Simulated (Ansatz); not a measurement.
# C2H6S2: a ladder of functionals and wavefunction methods

An exercise on one series of results from a longer session: the logs are not shown, and one member is left open.

The runs use Ansatz 0.2.0, Gaussian basis; functionals in def2-TZVPP, the program's frozen cores in correlated methods.

The runs, in order: LDA (SPW92), PBE-D4, revPBE-D4, BLYP-D4, r2SCAN-D4, B97M-V, PBE0-D4, B3LYP-D4, r2SCANh-D4, r2SCAN0-D4, HSE06-D4, BHLYP-D4, CAM-B3LYP-D4, LC-ωPBE, ωB97X-V, ωB97M-V, B2PLYP, PBE-QIDH; CCSD(T)/def2-SVP; CCSD(T)/def2-TZVPP; MP2/def2-QZVPP; extrapolation to the limit; RPA on PBE.

## Structure used throughout

The geometry comes from an earlier relaxation with PBE0-D4 in a triple-zeta def2 set; it is a stationary point, not always the lowest conformer.

SMILES `SCCS`, 10 atoms, charge 0, spin multiplicity 1.

Atoms are counted from 1 here; the program's logs count them from 0.

Bond lengths: S1–C2 1.819 Å, S1–H5 1.342 Å, C2–C3 1.514 Å, C2–H6 1.092 Å, C2–H7 1.093 Å, C3–S4 1.810 Å, C3–H8 1.092 Å, C3–H9 1.092 Å, S4–H10 1.343 Å. Angles: C2–S1–H5 95.6°, S1–C2–C3 110.7°, S1–C2–H6 108.8°, S1–C2–H7 109.7°, C3–C2–H6 109.1°, C3–C2–H7 110.3°, H6–C2–H7 108.2°, C2–C3–S4 114.4°, C2–C3–H8 110.2°, C2–C3–H9 110.1°, S4–C3–H8 104.4°, S4–C3–H9 109.6°, H8–C3–H9 107.8°, C3–S4–H10 96.6°.

Coordinates:

```xyz
10
C2H6S2
S    -1.3497    0.4334   -1.2867
C    -0.2617    0.6229    0.1585
C     0.3128   -0.7142    0.5756
S     1.2029   -1.5879   -0.7355
H    -2.1457    1.4728   -0.9893
H    -0.8434    1.0361    0.9850
H     0.5429    1.3236   -0.0766
H    -0.4906   -1.3968    0.8611
H     0.9670   -0.5873    1.4409
H     2.1486   -0.6537   -0.9300
```

The first run:

in.yaml reads:

```yaml
crystal:
  periodic: [false, false, false]
  atoms:
    - {symbol: S, position_ang: [-1.349721, 0.433421, -1.286697]}
    - {symbol: C, position_ang: [-0.261737, 0.622892, 0.158511]}
    - {symbol: C, position_ang: [0.312820, -0.714183, 0.575554]}
    - {symbol: S, position_ang: [1.202937, -1.587936, -0.735540]}
    - {symbol: H, position_ang: [-2.145686, 1.472753, -0.989295]}
    - {symbol: H, position_ang: [-0.843380, 1.036121, 0.985033]}
    - {symbol: H, position_ang: [0.542935, 1.323622, -0.076635]}
    - {symbol: H, position_ang: [-0.490591, -1.396765, 0.861096]}
    - {symbol: H, position_ang: [0.967027, -0.587322, 1.440908]}
    - {symbol: H, position_ang: [2.148595, -0.653702, -0.930035]}
basis:
  gaussian: {orbitals: def2-TZVPP}
hamiltonian: {xc: lda}
output: {orbitals: {seedname: orbitals}}
```

The run is started by

```sh
$ ansatz run in.yaml --threads 4 --pin off --events-out ev --progress --plain --max-ram 10444MiB
```

Steps of the session up to this table: LDA; PBE-D4 (GGA); revPBE-D4 (GGA); BLYP-D4 (GGA); r2SCAN-D4 (meta-GGA); B97M-V (meta-GGA); PBE0-D4 (hybrid); B3LYP-D4 (hybrid); r2SCANh-D4 (hybrid); r2SCAN0-D4 (hybrid); HSE06-D4 (hybrid); BHLYP-D4 (hybrid); CAM-B3LYP-D4 (range-separated); LC-ωPBE (range-separated); ωB97X-V (range-separated); ωB97M-V (range-separated); B2PLYP (double hybrid); PBE-QIDH (double hybrid).

One of the session's tables, all rows but one given; the rest of the session is left out.

It belongs to the step «Orbital energies across the functionals». 

| functional | HOMO (eV) | gap (eV) |
| --- | --- | --- |
| LDA (SPW92) | -5.59 | 4.66 |
| PBE-D4 | -5.48 | 4.73 |
| revPBE-D4 | -5.44 | 4.76 |
| BLYP-D4 | -5.33 | 4.65 |
| r2SCAN-D4 | ? | ? |
| B97M-V | -5.84 | 5.28 |
| PBE0-D4 | -6.72 | 6.89 |
| B3LYP-D4 | -6.49 | 6.38 |
| r2SCANh-D4 | -6.20 | 6.14 |
| r2SCAN0-D4 | -6.89 | 7.31 |
| HSE06-D4 | -6.32 | 6.11 |
| BHLYP-D4 | -7.83 | 8.84 |
| CAM-B3LYP-D4 | -8.08 | 9.21 |
| LC-ωPBE | -9.49 | 11.89 |
| ωB97X-V | -9.12 | 11.33 |
| ωB97M-V | -8.96 | 10.87 |

Estimate the missing values for r2SCAN-D4.

Worked estimate for «HOMO (eV)». Against the share of exact exchange, r2SCANh-D4 (0.1, -6.20), r2SCAN0-D4 (0.25, -6.89) give a slope of -4.60 per unit share; at 0 the line stands at -5.74.

As computed: HOMO (eV): -5.74; gap (eV): 5.34. In «HOMO (eV)» the line misses by 0.00.
